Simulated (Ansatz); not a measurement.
Diamond-structure Si, treated with r²SCAN in Ansatz (PAW).

Numerical settings: plane-wave cutoff 500 eV, 12×12×12 k mesh, Fermi–Dirac smearing 0.05 eV, scalar-relativistic PAW data made under PBE.

Cell (relaxed at this level):

Si has the cubic space group Fd-3m, origin choice 1 (No. 227), the diamond structure, Pearson symbol cF8. Cell: a = b = c = 5.444 Å, α = β = γ = 90.00°. Si on 8b has 4 Si at 2.357 Å (tetrahedral). (Neighbours: up to the widest gap in distance over summed covalent radii, below 1.35, at either atom.)
(The calculation used a cell of 2 atoms; values per cell refer to that cell.)

Task: Predict the band gap.

Result: 
band gap: 0.77 eV (on the SCF k mesh)

Measured, for comparison: band gap 1.23 eV (zero-point renormalisation of 0.06 eV added back here (the table's ZPR column); inputs from Chen et al. (2018), doi:10.1103/physrevmaterials.2.073803). Computed (rounded) less measured: band gap -0.46 eV.

Computed values are for the static lattice.

The result took very roughly 4 core-seconds.

Ansatz is a quantum-chemistry and plane-wave program.
